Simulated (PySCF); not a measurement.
Process, species as SMILES: FOF + H+ → F[OH+]F
B3LYP-D3(BJ)/def2-TZVP geometries, fixed; electronic energies without zero-point terms; positive where energy is released.

Basis-set convergence of the proton affinity at M06-2X with PySCF. All functions are spherical. Density fitting with generated auxiliary sets. In sets without p functions on hydrogen, species with hydrogen take exact integrals. The proton sits at the site shown, which need not be the one that binds it best. No added dispersion term, no relativity. Functions are those of the species that has most. Reference: the value in def2-QZVPPD, 111.92 kcal/mol, itself unsure by roughly 0.43 kcal/mol (its mean distance from pcseg-3, def2-QZVPP, cc-pVQZ). Deviations are taken from unrounded values. Cost is core time over that of def2-SVP, rough, on shared machines of one kind; a dash marks a row that isn't timed (too short, read off another run, short of memory, by another algorithm or on other hardware).

| basis | functions | proton affinity (kcal/mol) | minus reference (kcal/mol) | cost |
|---|---|---|---|---|
| STO-3G | 16 | 164.00 | 52.08 | - |
| 3-21G | 29 | 105.50 | -6.42 | - |
| 6-31G* | 44 | 112.00 | 0.08 | - |
| def2-SVP | 47 | 110.31 | -1.61 | 1× |
| pcseg-1 | 47 | 104.60 | -7.33 | 1× |
| def2-SVPD | 77 | 108.91 | -3.02 | 2× |
| aug-cc-pVDZ | 78 | 110.53 | -1.39 | 2× |
| 6-311++G(2d,2p) | 91 | 110.47 | -1.45 | 2× |
| def2-TZVP | 99 | 111.04 | -0.89 | 2× |
| cc-pVTZ | 104 | 111.45 | -0.47 | 2× |
| pcseg-2 | 104 | 111.48 | -0.44 | 2× |
| def2-TZVPP | 107 | 111.86 | -0.06 | 2× |
| def2-TZVPD | 129 | 111.52 | -0.40 | 3× |
| jun-cc-pV(T+d)Z | 131 | 110.71 | -1.22 | 2× |
| 6-311++G(3df,3pd) | 135 | 111.37 | -0.55 | 3× |
| aug-cc-pVTZ | 161 | 111.02 | -0.91 | 3× |
| cc-pVQZ | 195 | 112.65 | 0.73 | 4× |
| def2-QZVPPD | 231 | 111.92 | 0.00 | 5× |
